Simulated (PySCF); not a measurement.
CF₄.

```xyz
5

F      0.7638    -0.7638     0.7638
C      0.0000     0.0000     0.0000
F     -0.7638    -0.7638    -0.7638
F     -0.7638     0.7638     0.7638
F      0.7638     0.7638    -0.7638
```
Charge 0, spin multiplicity 1.

Coordinates come from a B3LYP-D3(BJ)/def2-SVP optimisation.

The numbers are results of PBE/pcSseg-2 in PySCF, not measurements. Non-relativistic, no solvent.

Computed absolute GIAO shielding of each atom: isotropic value and principal components (ppm):
```
atom  σ(iso)    σ11    σ22    σ33   span
----  ------  -----  -----  -----  -----
F1     227.6  173.2  173.2  336.6  163.4
C2      39.4   39.4   39.4   39.4    0.0
F3     227.6  173.2  173.2  336.6  163.4
F4     227.6  173.2  173.2  336.6  163.4
F5     227.6  173.2  173.2  336.6  163.4
```
